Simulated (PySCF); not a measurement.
# H3O2−, an ion with solvent molecules: interaction energy

An exercise on one series of results from a longer session: the logs are not shown, and one member is left open.

Programs: PySCF 2.14.0. All values are calculated, for the isolated system unless a continuum is named. Atoms count from 0, parts from 1.

## Starting point

5 atoms, charge -1, multiplicity 1; geometry: GFN2-xTB. Parts: 1 = atoms 0–1, `[OH-]`, charge -1; 2 = atoms 2–4, `O`, charge 0. In the given geometry H4 is shared between O2 (1.26 Å) and O0 (1.26 Å), so values for the parts refer to these atom groups.

The first run:

The job: settings as JSON, then the geometry in Å.

```
{"job": {"xc": "PBE0", "basis": "def2-TZVPD", "d3": "d3bj", "grid": 3, "kind": "geom", "shake": 0.01}, "charge": -1, "multiplicity": 1, "parts": [{"atoms": "0-1", "charge": -1, "multiplicity": 1}, {"atoms": "2-4", "charge": 0, "multiplicity": 1}]}
O     -0.195776    -0.355883     0.297527
H     -0.265247     0.530660    -0.121594
O     -2.628276    -0.657940     0.848103
H     -2.542253    -1.538962     1.221456
H     -1.413943    -0.499542     0.566907
```

On the command line:

```sh
$ OMP_NUM_THREADS=1 python cluster_run.py task.json out
```

This one command runs all jobs of the session in turn.

Steps of the session up to this table: Optimising the geometry at PBE0-D3(BJ)/def2-TZVPD; Coupled-cluster interaction energy: CCSD(T) and MP2, 1.22 Å; Coupled-cluster interaction energy: CCSD(T) and MP2, 1.28 Å; Coupled-cluster interaction energy: CCSD(T) and MP2, 1.34 Å; Coupled-cluster interaction energy: CCSD(T) and MP2, 1.16 Å; Coupled-cluster interaction energy: CCSD(T) and MP2, 1.52 Å; Coupled-cluster interaction energy: CCSD(T) and MP2, 1.10 Å; Coupled-cluster interaction energy: CCSD(T) and MP2, 1.83 Å; Coupled-cluster interaction energy: CCSD(T) and MP2, 2.44 Å.

One of the session's tables, all rows but one given; the rest of the session is left out.

It belongs to the step «Coupled-cluster interaction energy: CCSD(T) and MP2, 2.44 Å». 

| method | interaction energy (kcal/mol) |
| --- | --- |
| HF/aug-cc-pVDZ | -19.18 |
| MP2/aug-cc-pVDZ | ? |
| CCSD/aug-cc-pVDZ | -18.78 |
| CCSD(T)/aug-cc-pVDZ | -19.07 |
| HF/aug-cc-pVQZ | -19.07 |
| MP2/aug-cc-pVQZ | -19.83 |
| SCS-MP2/aug-cc-pVQZ | -19.20 |
| MP2, extrapolated | -19.90 |
| CCSD(T), limit estimate | -19.40 |

Estimate the missing values for MP2/aug-cc-pVDZ.

**Answer.** interaction energy (kcal/mol): -19.57. In the column «interaction energy (kcal/mol)» it lies between MP2/aug-cc-pVQZ (-19.83) and CCSD(T), limit estimate (-19.40).

To keep in mind: At 1.83 Å a test (T1, the size of the triples or of CCSD(T) less MP2, charge moved between the parts) flags the run, so its CCSD(T) estimate is not taken as a benchmark. At 2.44 Å a test (T1, the size of the triples or of CCSD(T) less MP2, charge moved between the parts) flags the run, so its CCSD(T) estimate is not taken as a benchmark.
